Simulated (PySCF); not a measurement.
Vertical excitations of a molecule C4H6 from PySCF with TDDFT-LC-ωPBE/def2-SVPD, as energy in eV (oscillator strength): 6.11 (0.739), 7.47 (0.001), 7.53 (0.000), 7.83 (0.000), 7.98 (0.000), 8.02 (0.079), 8.41 (0.000), 8.55 (0.001), 8.58 (0.000), 9.09 (0.000). Lowest triplet (TDA): 3.08 eV. Geometry optimised at B3LYP-D3(BJ)/def2-SVP. Other conformers were not sampled.

### Question
Which structure fits?
(A) C#CCC
(B) C=C=CC
(C) C=CC=C
(D) C1=CCC1

### Answer
C, C=CC=C
